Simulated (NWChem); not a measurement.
System: formamide (CH$_{3}$NO); SMILES NC=O

Computed with NWChem. Pople sets run with spherical d functions. Level PBE/6-31G*: optimisations from one semi-empirical or force-field start; each run changes one setting, and all end within 0.3 mHa of each other. One conformer.

```json
[
 {"setting": "redundant internal coordinates, default thresholds", "optimisation steps": "5"},
 {"setting": "symmetry off", "optimisation steps": "5"},
 {"setting": "loose thresholds", "optimisation steps": "2"},
 {"setting": "tight thresholds", "optimisation steps": "8"},
 {"setting": "Cartesian coordinates", "optimisation steps": "8"}
]
```
